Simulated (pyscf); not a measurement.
Thermochemistry of product channels of H₃C–O–SiH₃ (SMILES CO[SiH3]) on the singlet surface, in eV, from CCSD(T)/def2-TZVPP + ΔMP2(QZVPP) energies (ideal gas, 1 atm, RRHO with modes under 100 cm⁻¹ raised to 100, one conformer, R ln 2 for rigid chiral ones). Optimised with ωB97X-D3(BJ)/def2-SVP in PySCF. Correlated levels are frozen-core, on RHF or UHF. ΔMP2 is the change of the MP2 total energy from the triple- to the quadruple-zeta basis.

```
products                                      ΔE  ΔH(298 K)  ΔG(298 K)  ΔG(1200 K)
-----------------------------------------  -----  ---------  ---------  ----------
H₃C–SiH₂–OH (SMILES C[SiH2]O)              -1.06      -1.05      -1.07       -1.18
CH₄ (SMILES C) + O=SiH₂ (SMILES O=[SiH2])  +0.85      +0.78      +0.40       -0.71
```

The channel to CH₄ + O=SiH₂ turns favourable between 298 and 1200 K (ΔG from +0.40 eV to -0.71 eV).

These are energies of the channels, which say nothing of barriers. The CCSD(T) − MP2 part came from Ansatz, without density fitting, on the same reference.
